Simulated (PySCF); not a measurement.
A GIAO shielding run with PySCF (density fitting, non-relativistic, gas phase) on `InChI=1S/C5H7F/c1-3-4-5(2)6/h5H,1-2H3/t5-/m1/s1`:

```
$ OMP_NUM_THREADS=1 python probes_run.py task.json out

{"job": {"kind": "nmr", "xc": "wB97X-D", "basis": "pcSseg-1", "pop": false}, "charge": 0, "multiplicity": 1}
C      2.691295     0.536497     0.260097
C      1.330214     0.040969     0.152681
C      0.196233    -0.377086     0.065054
C     -1.179737    -0.865607    -0.030319
C     -2.184456     0.249685    -0.238644
F     -1.293305    -1.766286    -1.074165
H      2.708374     1.631805     0.371554
H      3.208459     0.098564     1.128137
H      3.271297     0.282201    -0.640913
H     -1.421518    -1.420329     0.895026
H     -1.950446     0.798857    -1.161647
H     -3.196236    -0.172496    -0.321303
H     -2.159116     0.954038     0.604952
```

Hardware: 1 thread of an Arm Neoverse V2, shared host.

(1) How large is the calculation?

(2) How long does it take, and how much memory does it need?

(3) And these other runs on the same molecule and hardware: GIAO shielding at B97-2/pcSseg-1; GIAO shielding at BHandHLYP/pcSseg-1; GIAO shielding at CAM-B3LYP/pcSseg-1; GIAO shielding at LC-wPBE/pcSseg-1; GIAO shielding at PBE0/6-31G; GIAO shielding at PBE0/STO-3G?

Answers

(1) 46 electrons, 137 basis functions and 706 auxiliary functions.

(2) 12 s of wall time, with 14 SCF cycles and 6 response iterations; peak memory 0.7 GiB. Times on a shared host scatter by some tens of per cent.

(3) B97-2/pcSseg-1: 137 functions, 9.5 s; BHandHLYP/pcSseg-1: 137 functions, 8.9 s; CAM-B3LYP/pcSseg-1: 137 functions, 12 s; LC-wPBE/pcSseg-1: 137 functions, 17 s; PBE0/6-31G: 68 functions, 4.7 s; PBE0/STO-3G: 37 functions, 2.5 s.
